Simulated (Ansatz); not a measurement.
**Elastic constant C13 of some elemental solids other than molecular ones**

Method: PBE (Ansatz, an electronic-structure program, plane waves, PAW). References are measured values corrected to a static lattice or taken at low temperature (these still hold zero-point motion).

Values in GPa.

| solid | reference | PBE | error (%) |
|---|---|---|---|
| hcp Os | 218† | 215 | -1.4 |
| hcp Mg | 21.7 | 19.9 | -8.3 |
| hcp Y | 19 | 21.1 | +11.1 |
| hcp Be | 11§ | 10.6 | -3.6 |
| hcp Ti | 68 | 75.3 | +10.7 |
| hcp Zn | 52.8 | 43.0 | -18.6 |
| hcp Zr | 64.6 | 66.1 | +2.3 |

Over these 7 solids the mean error is -1.1 %, the mean absolute error 8.0 % (median 8.3 %), and the worst case hcp Zn at -18.6 %; the value is below the reference in 4 of 7 cases.

All these references are low-temperature values that still hold zero-point motion.

Spin–orbit coupling is left out, also for the solids with elements from indium on (hcp Os); its size isn't shown.

† marks references with one source in our tables, § those from which another value on file, of any temperature, differs by over 15 %.

Differences are worked out from the printed values.

Each level is taken at its own relaxed cell. Ansatz's density-functional and Hartree–Fock values are scalar-relativistic unless marked +SOC, with PAW data made under PBE.

Ansatz's runs of these crystals have no spin polarisation.

Not in this set, of the elemental solids other than molecular ones with a reference value in our tables and a result at some level: 8 for a reference at room or unstated temperature (hcp Cd, hcp Co, body-centred tetragonal In, hcp Re, hcp Ru and 3 more). These can be a level's worst cases. Values held back for tests aren't counted. Layered and molecular crystals are counted apart. The metals Ce to Yb are counted apart.

References as tabulated in Liu et al. (2023), arXiv:2002.00005; Ibrahim et al. (2023), arXiv:2305.03577; Elastic Constants of Yttrium Single Crystals in the Temperature Range 4.2-400 K; Elastic Constants of Single Crystal Beryllium, J. Appl. Phys., doi … and others.
